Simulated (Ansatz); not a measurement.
Tetragonal perovskite BaTiO3 (room-temperature form, which distorts further on cooling) was calculated with PBEsol (PAW; Ansatz, a quantum-chemistry and plane-wave program).

Settings: plane-wave cutoff 520 eV, 8×8×8 k mesh, Fermi–Dirac smearing 0.01 eV, no spin polarisation, scalar-relativistic PAW data made under PBE.

Cell (relaxed at this level):

```xyz
5
Lattice="3.9555 0.0000 0.0000 0.0000 3.9555 0.0000 0.0000 0.0000 4.0439" Properties=species:S:1:pos:R:3 pbc="T T T"
Ba     0.0000     0.0000     0.0134
Ti     1.9778     1.9778     2.0969
O      1.9778     1.9778     3.9371
O      0.0000     1.9778     1.9584
O      1.9778     0.0000     1.9584
```

Problem. Give the computed bulk modulus, band gap, smallest direct gap on the k points sampled and pressure derivative B′ of the bulk modulus.

Solution. 
- bulk modulus: 125 GPa
- band gap: 1.85 eV
- smallest direct gap on the k points sampled: 2.22 eV
- pressure derivative B′ of the bulk modulus: 9.5

Note: the relaxation could not lower the start's symmetry, so the cell can be a saddle point above a distorted one; the bulk modulus comes from volumes at which shape and atoms were relaxed.

Spin–orbit coupling is not included.

Static lattice: no zero-point or thermal effects.

The result took about 8 core-minutes (a rough figure).
